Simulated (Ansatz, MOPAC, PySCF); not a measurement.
Species: C3H6 (charge 0, singlet). SMILES: C(C)=C
Geometry from a B3LYP-D3(BJ)/def2-TZVP (Ansatz, a first-principles code) optimisation:
```
C
C 1 1.3267
H 2 1.0824 1 121.67
H 2 1.0845 3 116.84 1 180.00
H 1 1.0871 2 118.81 3 0.00
C 1 1.4957 5 116.00 2 180.00
H 6 1.0909 1 111.47 5 -180.00
H 6 1.0939 7 108.29 1 -122.37
H 6 1.0939 7 108.29 8 -115.25
```
Charge 0, spin multiplicity 1.

Unscaled harmonic wavenumbers (cm⁻¹) in rising order, each level at the stationary point that it reaches from this structure (no distance between atoms moves by over 0.3 Å); the order of modes can differ between levels, and a negative number is imaginary. B3LYP-D3(BJ)/def2-TZVP (PySCF, at the structure above): 207, 428, 592, 928, 946, 952, 1027, 1074, 1195, 1332, 1411, 1454, 1480, 1495, 1713, 3019, 3060, 3096, 3128, 3133, 3215.

AM1 (MOPAC): 112, 446, 569, 932, 966, 1050, 1058, 1084, 1260, 1313, 1382, 1386, 1411, 1454, 1866, 3044, 3054, 3144, 3156, 3181, 3216. Zero-point energy 50.2 against 49.9 kcal/mol; where all levels lie over 400 cm⁻¹, the wavenumbers are on average 1.010 times those of B3LYP-D3(BJ)/def2-TZVP.

HF/3-21G (Ansatz): 196, 473, 653, 952, 1069, 1108, 1148, 1216, 1314, 1469, 1578, 1610, 1656, 1666, 1860, 3187, 3230, 3260, 3307, 3320, 3386. Zero-point energy 53.8 against 49.9 kcal/mol; where all levels lie over 400 cm⁻¹, the wavenumbers are on average 1.093 times those of B3LYP-D3(BJ)/def2-TZVP.

HF/6-31G* (Ansatz): 211, 456, 641, 985, 1029, 1068, 1128, 1187, 1297, 1443, 1555, 1594, 1625, 1639, 1880, 3194, 3242, 3273, 3319, 3333, 3404. Zero-point energy 53.6 against 49.9 kcal/mol; where all levels lie over 400 cm⁻¹, the wavenumbers are on average 1.082 times those of B3LYP-D3(BJ)/def2-TZVP.

B3LYP/6-31G* (Ansatz): 210, 424, 588, 933, 936, 956, 1035, 1081, 1203, 1338, 1435, 1473, 1510, 1524, 1738, 3032, 3078, 3116, 3144, 3156, 3234. Zero-point energy 50.2 against 49.9 kcal/mol; where all levels lie over 400 cm⁻¹, the wavenumbers are on average 1.006 times those of B3LYP-D3(BJ)/def2-TZVP.
